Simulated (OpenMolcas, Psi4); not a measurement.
C2H3ClO (acetyl chloride): the vertical ionisation energy from total energies

C2H3ClO: 7 atoms, total charge 0, spin state singlet. As SMILES, `CC(=O)Cl`. The coordinates come from a PBE0-D4/def2-TZVP relaxation.

Both states at this one shape; open shells run unrestricted unless said. 1 Eh = 27.2114 eV.

```tsv
level	program	singlet C2H3ClO (Eh)	doublet C2H3ClO+ (Eh)
B3LYP/6-31G* (Cartesian functions)	OpenMolcas	-613.445069	-613.046060
BHLYP/cc-pVDZ	OpenMolcas	-613.373454	-612.977051
MP2/cc-pVDZ, 8 core orbitals frozen	Psi4	-612.457241	-612.033214
```

**Question.** Work out the vertical ionisation energy at each level.

**Answer.** 
1. B3LYP/6-31G* (Cartesian functions): -613.046060 − (-613.445069) = 0.399009 Eh = 10.86 eV.
2. BHLYP/cc-pVDZ: -612.977051 − (-613.373454) = 0.396403 Eh = 10.79 eV.
3. MP2/cc-pVDZ: -612.033214 − (-612.457241) = 0.424027 Eh = 11.54 eV.

No measured value is set beside it here; the levels span 10.79 to 11.54 eV.
